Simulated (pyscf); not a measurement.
A first-order saddle from PySCF, ωB97X-D3(BJ)/def2-SVP:

```xyz
15

N      1.6481    -1.3653     0.6931
Si     0.8369     0.1399     0.4133
N     -0.8635    -0.1275     0.6440
Si    -2.0579     1.1189     0.4656
N     -1.2667     2.3694    -0.4255
H      2.5820    -1.3555     1.0886
H      1.5371    -2.1434     0.0511
H      1.0366     0.6749    -1.0421
H      1.4625     1.1272     1.3420
H     -1.1166    -1.0362     1.0225
H     -3.2778     0.5177    -0.1601
H     -2.4873     1.7622     1.7452
H     -1.4124     3.3456    -0.1982
H     -0.9522     2.2433    -1.3822
H      0.9754     1.1004    -2.2673
```
Charge 0, spin multiplicity 2.

Surface: doublet, charge 0. Lowest wavenumbers (cm⁻¹): 509i, 68, 83, 137, 159.

Q: Which two sides does it connect, and which bonds change?

A: H₂N–SiH₂–NH–SiH₂–NH₂ (SMILES N[SiH2]N[SiH2]N) + H• (SMILES [H]) <-> H₂N–SiH•–NH–SiH₂–NH₂ (SMILES N[SiH]N[SiH2]N) + H₂ (SMILES [H][H]), a hydrogen abstraction read from left to right: H–Si broken and H–H formed. At ωB97M-D3(BJ)/def2-TZVP it lies +4.6 kcal/mol from the left side and +15.7 kcal/mol from the right (each side as separated species at their lowest minima found). One saddle was located; it need not be the lowest between these sides. The angle at the transferred H is 170°.
